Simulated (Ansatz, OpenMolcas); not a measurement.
## A ladder of methods for SiF2 (SMILES F[Si]F)

SiF2 has 3 atoms, charge 0, and is taken as a singlet. SMILES: `F[Si]F`. Geometry: relaxed at PBE0-D4/def2-TZVP.

```xyz
3

F     0.1663    1.2468    0.2294
Si   -0.5949   -0.0464   -0.3301
F     0.4286   -1.2004    0.1007
```

Each level gives the energy change with the Si2–F3 bond stretched from 1.602 to 2.002 Å (eV). The values are calculated.

```tsv
level	kind	program	value (eV)	CPU time (all runs)
revPBE/STO-3G (restricted)	GGA	Ansatz	0.98	1.8 s
HSE06/STO-3G (restricted)	range-separated hybrid	Ansatz	1.39	2.1 s
ACPF/STO-3G (restricted)	coupled cluster or CI	OpenMolcas	?	3.4 s
BCCD(T)/STO-3G (restricted)	coupled cluster or CI	Ansatz	1.39	0.51 s
CCSDT(Q)/STO-3G (restricted)	coupled cluster or CI	Ansatz	1.31	1.2 s
CCSDT/STO-3G (restricted)	coupled cluster or CI	Ansatz	?	0.74 s
CISD/STO-3G (restricted)	coupled cluster or CI	OpenMolcas	1.44	3.4 s
FCI/STO-3G	exact in the basis	OpenMolcas	1.32	22 s
```

(1) Estimate the missing values from the other rows.

Results:

(1) As computed at these levels: ACPF/STO-3G (restricted): 1.28 eV; CCSDT/STO-3G (restricted): 1.34 eV. The first shape isn't each level's own minimum. The values span 0.98 to 1.44 eV. All rows use very small basis sets, so even the best lies far from the true value. CPU times are rough (shared hosts, several kinds of processor): they show what a rung costs within a factor of a few.
